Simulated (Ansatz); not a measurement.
**Structure relaxation of Ag**

These are results of DFT r2SCAN, scalar-relativistic, plane waves, PAW (Ansatz), not measurements. Cutoff 500 eV, Γ-centred k mesh, Gaussian smearing, no spin polarisation in the final step.

Ag was placed on the simple cubic structure type (Pm-3m, No. 221), at a guessed volume.

```
CELL_PARAMETERS angstrom
2.62951 0.00000 0.00000
0.00000 2.62951 0.00000
0.00000 0.00000 2.62951
ATOMIC_POSITIONS crystal
Ag 0.00000 0.00000 0.00000
```

Steps on the 6×6×6 mesh (1 atom). 4 of 4 steps are shown, and the free energy counts from the last. Trial steps that were taken back and renewals of the plane-wave basis can be among the rows.

```tsv
step	ΔF (meV/atom)	V (Å³/atom)	P (GPa)
1	55.1	18.18	10.44
2	4.0	20.52	-1.76
3	1.3	20.15	-0.38
4	0.0	20.15	-0.33
```

A final relaxation ran on a 20×20×20 mesh. The relaxed crystal, Pm-3m (No. 221):

```cif
data_structure
_symmetry_space_group_name_H-M 'Pm-3m'
_symmetry_Int_Tables_number 221
_cell_length_a 2.7147
_cell_length_b 2.7147
_cell_length_c 2.7147
_cell_angle_alpha 90.000
_cell_angle_beta 90.000
_cell_angle_gamma 90.000
_cell_volume 20.01
loop_
_atom_site_label
_atom_site_type_symbol
_atom_site_symmetry_multiplicity
_atom_site_Wyckoff_symbol
_atom_site_fract_x
_atom_site_fract_y
_atom_site_fract_z
_atom_site_occupancy
Ag1 Ag 1 a 0.00000 0.00000 0.00000 1
```

```
Volume per atom                    : 20.01 Å³
Density                            : 8.95 g/cm³
Energy over the standard structure : 0.34 eV/atom
Gap on the 20×20×20 mesh           : 0 eV (a metal)
```

Energies count from the standard state of Ag at the same level.

The final run used a 20×20×20 mesh on its 1-atom cell and 0.10 eV smearing. The k mesh leaves about 4 meV/atom of noise in metals.

Symmetry constrained the relaxation, so the result can be a saddle point.